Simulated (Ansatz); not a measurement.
## How far each method lies from UCCSDT(Q) for [GeH3···H···F], doublet

Geometry: a point of a hydrogen-transfer path between rigid fragments, not a stationary point.

```yaml
atoms:
  - { symbol: Ge, position_ang: [-0.6121, 0.0000, 0.0000] }
  - { symbol: H, position_ang: [-1.1236, 1.4466, 0.0000] }
  - { symbol: H, position_ang: [-1.1236, -0.7233, 1.2528] }
  - { symbol: H, position_ang: [-1.1236, -0.7233, -1.2528] }
  - { symbol: H, position_ang: [1.1939, 0.0000, 0.0000] }
  - { symbol: F, position_ang: [2.4559, 0.0000, 0.0000] }
```

Basis cc-pVDZ; Ansatz 0.2.0. Only valence electrons are correlated (noble-gas cores and the filled d shells of p-block atoms frozen), which leaves 15 electrons in 46 orbitals. Prefix R: restricted or restricted open-shell reference; prefix U: unrestricted. Active spaces: pair = (3e, 3o) about the gap; valence = (15e, 12o) chosen from the atoms' valence shells. No spin–orbit coupling is included, and no scalar relativity.

Full CI isn't at hand for all of this; UCCSDT(Q) serves as the reference, and is uncertain by about the last step of the cluster series. The frozen core follows each run's orbitals, which can shift R against U totals by a few meV for light atoms and by up to 0.1 eV past Ca.

```
UHF ⟨S²⟩                          : 0.806
T1 diagnostic (RCCSD)             : 0.0192
largest doubles amplitude (RCCSD) : 0.047
T1 diagnostic (UCCSD)             : 0.0242
```

```
   level  E − E(RHF) (eV)
     UHF          -0.3636
    UMP2          -8.3155
   UCCSD          -9.3652
UCCSD(T)          -9.5124
```

Q: Estimate how far UCCSDT(Q) in cc-pVDZ lies from UCCSD(T). The table doesn't fix it; the size of (T) and the diagnostics are the guide.

A: UCCSDT(Q) in cc-pVDZ lies 1.65 mEh below UCCSD(T), which is 30 % of the (T) step (-5.41 mEh). The diagnostics give no warning, yet the rest is a sizeable part of (T). The miss exceeds 1 kcal/mol.

The other levels:

```tsv
level	E − E(UCCSDT(Q)) (mEh)	share of correlation (%)	wall time
UCCSDT	0.67	99.81	–
```

The correlation energy at UCCSDT(Q), counted from RHF, is -9.557 eV. That run took 5.5 s on 2 threads of AMD EPYC 7R13 with a shared H100 80 GB, shared host.

Run but not shown, since their state or frozen core can't be matched to the reference's or they repeat it: RHF, RMP2, CISD, RCCSD, RCCSD(T), BCCD(T), RCCSDT, RCCSDT(Q), CASSCF (pair space), MRCISD (pair space), MRCISD+Q (pair space), CASSCF (valence space), NEVPT2 (valence space), MRCISD (valence space), MRCISD+Q (valence space).

Times hold each run's SCF and search for its determinant on a shared host, so for small cases they say little of a method's own cost; they ran on 1 thread of AMD EPYC 7R13.

Natural occupations of CASSCF (valence space) about the gap: 1.985 1.972 1.972 1.952 1.006 0.047 0.026 0.021 0.021; effectively unpaired electrons, Σ n²(2−n)², 1.03.
